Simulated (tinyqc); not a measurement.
CIS and TDHF on RHF in the sto-6g basis, frozen core, for LiH, spin multiplicity 1, step by step. One step of it, computed by the program tinyqc.

Problem. CIS matrix, triplets. A(ia,jb) = (e_a - e_i) d_ij d_ab - (ij|ab).

orbital energies (hartree): MO1 -2.383810, MO2 -0.301955, MO3 0.080132, MO4 0.162211, MO5 0.162211, MO6 0.596687

Two-electron integrals over orbitals (pq|rs), unique and non-zero (hartree); the lowest 1 orbital is frozen and left out:
```
(22|22) 0.504395    (32|22) -0.043908   (32|32) 0.010623    (33|22) 0.229271
(33|32) 0.004711    (33|33) 0.341260    (42|42) 0.024244    (43|42) 0.018921
(43|43) 0.041408    (44|22) 0.280273    (44|32) 0.003799    (44|33) 0.282909
(44|44) 0.313125    (52|52) 0.024244    (53|52) 0.018921    (53|53) 0.041408
(54|54) 0.016875    (55|22) 0.280273    (55|32) 0.003799    (55|33) 0.282909
(55|44) 0.279374    (55|55) 0.313125    (62|22) 0.139766    (62|32) -0.031498
(62|33) -0.006841   (62|44) -0.005240   (62|55) -0.005240   (62|62) 0.123532
(63|22) -0.049481   (63|32) 0.006768    (63|33) 0.035584    (63|44) 0.000061
(63|55) 0.000061    (63|62) -0.029127   (63|63) 0.025118    (64|42) -0.019403
(64|43) -0.014242   (64|64) 0.019424    (65|52) -0.019403   (65|53) -0.014242
(65|65) 0.019424    (66|22) 0.462469    (66|32) -0.039367   (66|33) 0.241914
(66|44) 0.270749    (66|55) 0.270749    (66|62) 0.146909    (66|63) -0.041830
(66|66) 0.458835
```

Give: CIS matrix A, triplet.

Solution.

CIS matrix A, triplet (hartree), lower triangle:
```
       2>3    2>4    2>5    2>6
2>3  0.153
2>4  0.000  0.184
2>5  0.000  0.000  0.184
2>6  0.049  0.000  0.000  0.436
```
